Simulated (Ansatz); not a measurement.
CH5Si (`C[SiH2]`) radical: the same geometry under several functionals.

```yaml
crystal:
  periodic: [false, false, false]
  atoms:
    - {symbol: C, position_ang: [-0.122559, -0.803175, 0.095204]}
    - {symbol: Si, position_ang: [0.176159, 1.034758, 0.314025]}
    - {symbol: H, position_ang: [-0.204816, -1.054886, -0.966552]}
    - {symbol: H, position_ang: [0.699171, -1.383331, 0.519527]}
    - {symbol: H, position_ang: [-1.047092, -1.107736, 0.589524]}
    - {symbol: H, position_ang: [-0.951486, 1.846360, -0.225715]}
    - {symbol: H, position_ang: [1.450614, 1.468010, -0.326024]}
basis:
  gaussian: {orbitals: def2-TZVPP}
magnetization: {spin_polarized: true, initial_magnetization: 1}
hamiltonian: {xc: {name: r2SCAN0}, dispersion: d4}
output: {orbitals: {seedname: orbitals}}
```

```sh
$ ansatz run in.yaml --threads 2 --pin off --events-out ev --progress --plain
```

Output, abridged:

```
Functional definition: r2SCAN0
766 factors; their error is unknown
mean field evaluation 1: about -8989.2963 eV, gradient 3.2e1 eV
mean field evaluation 2: about -8988.2792 eV, gradient 3.2e1 eV
mean field evaluation 4: about -8993.8925 eV, gradient 4.3e-1 eV
mean field evaluation 8: about -8993.9067 eV, gradient 1.4e-2 eV
mean field -8993.90672101 eV, -330.5199757081 hartree, gradient 4.7e-5 eV, S^2 0.753912; 0 other end points of the search recorded, 0 dependent functions left out
reference -8993.90673182 eV, -330.5199761056 hartree; 13, 12 occupied and 130, 131 virtual orbitals, 766 factors
Total energy: -8993.93198775 eV, -330.5209042437 hartree
```

It took 6.5 s on 2 threads of a server CPU on a shared host, with 0.29 GiB of host memory at the peak.

The same input with `hamiltonian: {xc: {name: B3LYP}, dispersion: d4}` and forces (abridged; 4.1 s):

```
Functional definition: B3LYP
mean field -8996.28391632 eV, -330.6073360245 hartree, gradient 2.2e-5 eV, S^2 0.751771
Total energy: -8996.43747514 eV, -330.6129792071 hartree
Atom 0 force    -0.019481    -0.121663    -0.009672 eV/Å
Atom 1 force     0.028268     0.182660    -0.006192 eV/Å
Atom 2 force     0.000164    -0.008811     0.042193 eV/Å
Atom 3 force    -0.045214     0.012079    -0.026497 eV/Å
Atom 4 force     0.044659    -0.002119    -0.029920 eV/Å
Atom 5 force     0.052078    -0.039871     0.012589 eV/Å
Atom 6 force    -0.060474    -0.022275     0.017499 eV/Å
Dipole moment:    -0.029303    -0.182738    -0.012948 e Å
```

Changing it to `hamiltonian: {xc: lda}` (abridged; 1.5 s):

```
Functional definition: SPW92
mean field evaluation 16: about -8952.5399 eV, gradient 1.3e-5 eV
mean field -8952.53985827 eV, -328.9997715420 hartree, gradient 1.3e-5 eV, S^2 0.751405
Total energy: -8952.53989266 eV, -328.9997728057 hartree
```

The same input with `hamiltonian: {xc: {name: wB97M-V}}` and forces (abridged; 13 s):

```
Functional definition: wB97M-V
mean field -8993.81852956 eV, -330.5167347321 hartree, gradient 7.7e-5 eV, S^2 0.751100
Total energy: -8993.81857340 eV, -330.5167363433 hartree
Atom 0 force    -0.009940    -0.060392    -0.013738 eV/Å
Atom 1 force     0.016641     0.127991    -0.078159 eV/Å
Atom 2 force     0.005815     0.017031     0.081593 eV/Å
Atom 3 force    -0.068872     0.040141    -0.036485 eV/Å
Atom 4 force     0.074919     0.017463    -0.042076 eV/Å
Atom 5 force     0.112852    -0.090289     0.039233 eV/Å
Atom 6 force    -0.131415    -0.051944     0.049632 eV/Å
Dipole moment:    -0.028216    -0.180167     0.003369 e Å
```

With the line `hamiltonian: {xc: pbe0, dispersion: d4}` (abridged; 3.4 s):

```
Functional definition: PBE0
mean field -8990.73367346 eV, -330.4033683616 hartree, gradient 4.7e-5 eV, S^2 0.752638
Total energy: -8990.81170371 eV, -330.4062359202 hartree
```

Changing it to `hamiltonian: {xc: {name: r2SCANh}, dispersion: d4}` (abridged; 6.5 s):

```
Functional definition: r2SCANh
mean field -8993.99517528 eV, -330.5232263425 hartree, gradient 6.3e-5 eV, S^2 0.754175
Total energy: -8994.01799907 eV, -330.5240651014 hartree
```

B3LYP takes the VWN-RPA correlation (the form of Gaussian; ORCA's B3LYP/G).
